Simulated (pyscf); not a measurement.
HS–GeH₃ (SMILES [SH][GeH3]) + HF (SMILES F) → H₂S (SMILES S) + F–GeH₃ (SMILES [F][GeH3]), a four-centre exchange (singlet surface; Ge–S, F–H broken, H–S, F–Ge formed). Structures and frequencies: ωB97X-D3(BJ)/def2-SVP in PySCF. Correlated levels are frozen-core, on RHF or UHF. ΔMP2 is the change of the MP2 total energy from the triple- to the quadruple-zeta basis. Energies in eV from the separated reactants.

AM1 to PM7: differences of heats of formation from MOPAC. 

**Question.** Quick PM6 single points give ΔE‡ = 1.54 eV and ΔE = +0.16 eV. What does CCSD(T)/def2-TZVPP + ΔMP2(QZVPP) give, and how far is the quick result from it?

**Answer.** CCSD(T)/def2-TZVPP + ΔMP2(QZVPP) gives ΔE‡ = 1.32 eV and ΔE = -0.09 eV. PM6 lies 0.22 eV over it in the barrier and 0.24 eV over it in the reaction energy, so on this step it does not hold to within 0.13 eV. CCSD(T)/def2-TZVPP + ΔMP2(QZVPP) has limits of its own. On the reactant side the descent ends in a complex, 0.29 eV under the separated species and 1.45 eV under the saddle at ωB97X-D3(BJ)/def2-TZVP. At ωB97X-D3(BJ) the barrier from the zero used here is 1.17 eV. One saddle was located; it need not be the lowest between these sides. The CCSD(T) − MP2 part came from Ansatz, without density fitting, on the same reference. The frozen core leaves the outer d or s,p core shells of the metals and heavy elements correlated in the MP2 and CC values, and def2-TZVPP describes them poorly, which can shift differences by a few kcal/mol. In the def2 sets elements up to Kr have no core potential.
